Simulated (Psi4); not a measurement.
**MP4/cc-pV(T+d)Z (sfX2C, density fitting) run of [HF2]− (SMILES F[H-]F)**

What is the energy difference between two shapes of [HF2]− at MP4/cc-pV(T+d)Z (sfX2C, density fitting)? 

The calculation is run with Psi4 1.11.

2 further runs of the same task are left out: 2 set aside as unsound or not needed.

## (1) Starting point

[HF2]−: 3 atoms, total charge -1, spin state singlet. As SMILES, `F[H-]F`. The coordinates come from a PBE0-D4/def2-TZVPD relaxation.

A long bond or contact: F1–H2 1.143 Å.

## (2) The energy at MP4/cc-pV(T+d)Z (sfX2C, density fitting)

calc.py reads:

```python
import psi4

psi4.set_memory(1600000000)
psi4.set_num_threads(1)
psi4.set_output_file('output.dat', False)

m = psi4.geometry("""
-1 1
F     -0.973200     0.344400    -0.491000
H      0.000000     0.000000     0.000000
F      0.973200    -0.344400     0.491000
""")

psi4.set_options({
    'freeze_core': True,
    'relativistic': 'x2c',
})

E = psi4.energy("mp4/cc-pV(T+d)Z", molecule=m)
print(f'total energy {E:.8f} hartree = {E * 27.211386:.5f} eV')
for k, v in sorted(psi4.core.scalar_variables().items()):
    print(f'{k:45s} {v:18.10f}')
```

Started as:

```
$ python calc.py
```

output.dat:

```text
[...]
  Running in d2h symmetry.
[...]
  Nuclear repulsion =   27.080125616906713
[...]
  Multiplicity = 1
[...]
  Nalpha       = 10
  Nbeta        = 10
[...]
    Number of basis functions: 74
[...]
    WARNING: The X2C and Dirac Hamiltonians have substatially different eigenvalues!
             This is probably caused by the recontraction of the basis set.
[...]
   @RHF iter   1:  -199.63072281336966   -8.58463e-01   1.86310e-02 ADIIS/DIIS
[...]
   @RHF iter   9:  -199.72218645134910   -7.10543e-13   5.55672e-09 DIIS
[...]
    Orbital Energies [Eh]
    ---------------------
    Doubly Occupied:
       1B3u  -25.945692     1Ag   -25.945674     2Ag    -1.236983
       2B3u   -1.190725     3Ag    -0.444613     1B2u   -0.308136
       1B1u   -0.308136     1B1g   -0.282916     1B2g   -0.282916
       3B3u   -0.258053
[...]
  @RHF Final Energy:  -199.72218645134910
   => Energetics <=
    Nuclear Repulsion Energy =             27.0801256169067130
    One-Electron Energy =                -341.1969339997871771
    Two-Electron Energy =                 114.3946219315313471
    Total Energy =                       -199.7221864513491028
[...]
 Multipole Moments:
 ------------------------------------------------------------------------------------
     Multipole            Electronic (a.u.)      Nuclear  (a.u.)        Total (a.u.)
 ------------------------------------------------------------------------------------
 L = 1.  Multiply by 2.5417464519 to convert [e a0] to [Debye]
 Dipole X            :          0.0000000            0.0000000            0.0000000
 Dipole Y            :          0.0000000            0.0000000            0.0000000
 Dipole Z            :          0.0000000            0.0000000            0.0000000
 Magnitude           :                                                    0.0000000
[...]
      * MP2 total energy:                   -200.275707570445
[...]
      * MP3 total energy:                   -200.270306199067
[...]
```

It took 12 s on 1 thread of AMD EPYC 7R43 (Zen 3), shared host; peak memory 0.27 GiB.

## (3) The distorted shape

job.json reads:

```json
{
  "schema_name": "qcschema_input",
  "schema_version": 1,
  "molecule": {
    "schema_name": "qcschema_molecule",
    "schema_version": 2,
    "symbols": ["F", "H", "F"],
    "geometry": [-1.81094722, 0.60159242, -0.94666775, 0.01786358, -0.00961871, -0.00483203, 1.80774225, -0.5811248, 0.87293064],
    "molecular_charge": -1,
    "molecular_multiplicity": 1
  },
  "driver": "energy",
  "model": {
    "method": "mp4",
    "basis": "cc-pV(T+d)Z"
  },
  "keywords": {
    "reference": "rhf",
    "freeze_core": true,
    "relativistic": "x2c"
  }
}
```

Started as:

```
$ psi4 --qcschema job.json -n 1 --memory 1600MB
```

stdout:

```text
[...]
  Running in cs symmetry.
[...]
  Nuclear repulsion =   27.730037934586932
[...]
  Multiplicity = 1
[...]
  Nalpha       = 10
  Nbeta        = 10
[...]
    Number of basis functions: 74
[...]
    WARNING: The X2C and Dirac Hamiltonians have substatially different eigenvalues!
             This is probably caused by the recontraction of the basis set.
[...]
   @RHF iter   1:  -199.63167118225027   -8.22185e-01   9.86050e-03 ADIIS/DIIS
[...]
   @RHF iter  10:  -199.72263595507761   -9.37916e-13   2.33388e-09 DIIS
[...]
    Orbital Energies [Eh]
    ---------------------
    Doubly Occupied:
       1Ap   -25.948394     2Ap   -25.935886     3Ap    -1.243422
       4Ap    -1.187893     5Ap    -0.452388     6Ap    -0.309820
       1App   -0.309818     7Ap    -0.278979     2App   -0.278978
       8Ap    -0.255516
[...]
  @RHF Final Energy:  -199.72263595507761
   => Energetics <=
    Nuclear Repulsion Energy =             27.7300379345869317
    One-Electron Energy =                -342.5031601191255959
    Two-Electron Energy =                 115.0504862294610717
    Total Energy =                       -199.7226359550776351
[...]
 Multipole Moments:
 ------------------------------------------------------------------------------------
     Multipole            Electronic (a.u.)      Nuclear  (a.u.)        Total (a.u.)
 ------------------------------------------------------------------------------------
 L = 1.  Multiply by 2.5417464519 to convert [e a0] to [Debye]
 Dipole X            :         -0.0218203           -0.0191853           -0.0410056
 Dipole Y            :         -0.0415978           -0.0099113           -0.0515091
 Dipole Z            :          0.0000000            0.0000000            0.0000000
 Magnitude           :                                                    0.0658380
[...]
      * MP2 total energy:                   -200.275108039784
[...]
      * MP3 total energy:                   -200.270240727040
[...]
```

The result, in JSON:

```text
{
 "driver": "energy",
 "model": {
  "method": "mp4",
  "basis": "cc-pV(T+d)Z"
 },
 "success": true,
 "return_result": -200.29085177898216,
 "properties": {
  "calcinfo_nbasis": 74,
  "calcinfo_nmo": 74,
  "calcinfo_nalpha": 10,
  "calcinfo_nbeta": 10,
  "calcinfo_natom": 3,
  "nuclear_repulsion_energy": 27.73003793458693,
  "return_energy": -200.29085177898216,
  "scf_one_electron_energy": -342.5031601191256,
  "scf_two_electron_energy": 115.05048622946107,
  "scf_dipole_moment": [-0.041005629319303766, -0.0515090528463224, 0.0],
  "scf_total_energy": -199.7226359550776,
  "scf_iterations": 10,
  "mp2_same_spin_correlation_energy": -0.1453081394160476,
  "mp2_opposite_spin_correlation_energy": -0.40716394529058186,
  "mp2_singles_energy": 0.0,
  "mp2_doubles_energy": -0.5524720847066295,
  "mp2_correlation_energy": -0.5524720847066295,
  "mp2_total_energy": -200.27510803978424
 }
}
```

Wall time 13 s (1 thread of AMD EPYC 7R43 (Zen 3), shared host); peak memory 0.31 GiB.

## (4) What came out

At MP4/cc-pV(T+d)Z (sfX2C, density fitting), 2 core orbitals frozen:

| quantity | value |
| --- | --- |
| first shape: total energy | -200.29137 Eh |
| first shape: HOMO energy (Hartree–Fock orbitals) | -7.02 eV |
| first shape: LUMO energy (Hartree–Fock orbitals) | 13.37 eV |
| first shape: HOMO–LUMO gap (to an unbound level, set by the basis) | 20.39 eV |
| first shape: correlation energy (2 core orbitals frozen) | -569.2 mEh |
| distorted shape: total energy | -200.29085 Eh |
| distorted shape: HOMO energy (Hartree–Fock orbitals) | -6.95 eV |
| distorted shape: LUMO energy (Hartree–Fock orbitals) | 13.45 eV |
| distorted shape: HOMO–LUMO gap (to an unbound level, set by the basis) | 20.41 eV |
| distorted shape: correlation energy (2 core orbitals frozen) | -568.2 mEh |
| energy change with the atoms displaced | 0.014 eV |

In words: With the atoms displaced the energy rises by 0.01 eV (0.3 kcal/mol). The first shape isn't relaxed at this level, so the change isn't measured from a minimum.
